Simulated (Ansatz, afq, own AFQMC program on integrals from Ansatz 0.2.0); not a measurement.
## Where AFQMC and coupled cluster stand for BGe, quartet

```yaml
atoms:
  - { symbol: Ge, position_ang: [0.0000, 0.0000, 0.0000] }
  - { symbol: B, position_ang: [0.0000, 0.0000, 2.1540] }
```

Basis cc-pVDZ. Noble-gas cores (and the filled d shells of Ga–Kr and In–Xe) are frozen. Integrals, coupled cluster, full CI and functionals: Ansatz 0.2.0; the random walks run on the same integrals in our own AFQMC program. ph-AFQMC/CISD is guided by a CISD state made of CCSD amplitudes; releasing the constraint for a short imaginary time cuts its bias at the price of noise, slowly where states lie close. Uncertainties: one standard error, sampling alone. No spin–orbit coupling.

Determinant: UHF, the one that the program's search chose, which needn't be the lowest solution. The geometry is a point of a scan.

Full CI on the same integrals is exact in this basis and with this determinant's frozen core.

Cautions: no relativity below Rb; no spin-orbit coupling; inner d shell frozen; lower spins were not checked; the released energies are still falling, so no released level is given (meV from the phaseless value at times in 1/Eh: -4 ± 3 at 0.24, -9.3 ± 2.3 at 0.51, -20.2 ± 2.0 at 0.99, -32.9 ± 2.3 at 1.62, -38 ± 4 at 2.40).

- T1 diagnostic: 0.0368
- weight of the determinant in the CISD state: 0.861
- ⟨S²⟩ of the determinant: 3.761
- size of the correlated space: 7 electrons in 26 orbitals

Reference: full CI, correlation energy -4.090 eV.

```
        level  E − E(reference) (meV)  share of correlation (%)
           HF                  4089.7                      0.00
          MP2                  1110.2                     72.85
         CCSD                   277.8                     93.21
      CCSD(T)                    70.5                     98.28
        CCSDT                    19.2                     99.53
     CCSDT(Q)                     1.8                     99.96
       CCSDTQ                     1.1                     99.97
ph-AFQMC/CISD              49.8 ± 4.1                     98.78
```

CCSDT and higher add their correlation energy to the determinant of the CCSD(T) run, since their own runs factorise the integrals more tightly (a shift of under 2 meV). A walk keeps the symmetry of its determinant, which the program's search chose and which needn't be the lowest solution, so a lower state of the same spin and another symmetry isn't excluded.
